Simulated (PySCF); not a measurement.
All values below come from PBE-D3(BJ)/def2-TZVP // B3LYP-D3(BJ)/def2-TZVP (PySCF). Gas-phase values, no solvent. One relaxed conformer stands for a flexible species; it need not be the lowest. 

Reference species (SMILES): `C=CCl` (neutral, multiplicity 1).

```json
{
  "LUMO": "-1.29 eV",
  "S1 oscillator strength": "0.000"
}
```

Changed species: `C=CC(N)=O` (C–C–C–O torsion 0°) (X = carbamoyl; the reference has X = chloro).

Problem. Give the shifts of the LUMO and S1 oscillator strength.

Solution. the LUMO decreases by 0.76 eV, to -2.05 eV; the S1 oscillator strength hardly moves.
